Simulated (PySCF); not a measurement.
# Gas-phase XPS of silanimine, computed

Compound: silanimine, H3NSi.
Geometry (GFN2-xTB, Å), atoms numbered from 1 in this order:
```xyz
5
H3NSi angstrom
N      1.0855   -0.4665   -0.0303
Si    -0.4411    0.0392   -0.0288
H      1.8947    0.1027    0.1674
H     -1.4163   -0.9888   -0.3465
H     -1.1143    1.3163    0.2210
```

Level of theory: delta-SCF UKS SCAN, pcX-2 on the ionised atom, pcseg-1 elsewhere, spin-free X2C in PySCF 2.14.0. Binding energies are ΔSCF values: E(core-ionised, relaxed orbitals) − E(ground state) at a fixed geometry, referred to the vacuum level.

Question: What binding energy does each computed site have?

Answer: 
| atom(s) | environment | level | binding energy (eV) | count |
| --- | --- | --- | --- | --- |
| N1 | nitrogen bonded to Si and H | N 1s | 403.55 | 1 |
| Si2 | silicon bonded to N and 2 H | Si 1s | 1847.55 | 1 |

Question: What is the longest wavelength that can ionise Si 1s of Si2 vertically?

Answer: λ = hc/E = 12398.42 eV Å / 1847.55 eV = 6.711 Å.

Question: Which effective nuclear charge Zeff reproduces each element's mean 1s value in the hydrogen-like formula E = 13.606 eV × Zeff²?

Answer: N (Z = 7): mean 403.5 eV, Zeff = 5.45, Z − Zeff = 1.55; Si (Z = 14): mean 1847.5 eV, Zeff = 11.65, Z − Zeff = 2.35. Means run over the listed sites, weighted by atom count.

Not every level is listed. The unrestricted hole states depart most from a pure doublet (⟨S²⟩ = 0.75; over 0.85 named) for Si 1s of Si2 (0.89), which makes this value less certain. Geometry: GFN2-xTB; no solvent, vibrations or thermal averaging.

On one thread, x86-64 server (shared host), this took 6.9 s wall.
